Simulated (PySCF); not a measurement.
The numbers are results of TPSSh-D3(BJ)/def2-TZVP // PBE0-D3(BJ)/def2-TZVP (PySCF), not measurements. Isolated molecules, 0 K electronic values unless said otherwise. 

Reference species (SMILES): `ClC(Cl)(Cl)Cl` (neutral, multiplicity 1).

```
Item            Value
-------------  ------
dipole moment  0.00 D
```

Changed species: `ClC(Cl)Cl` (whole molecule; the reference has whole molecule).

Q: What does the change do to the dipole moment?

A: the dipole moment increases by 1.09 D, to 1.09 D.
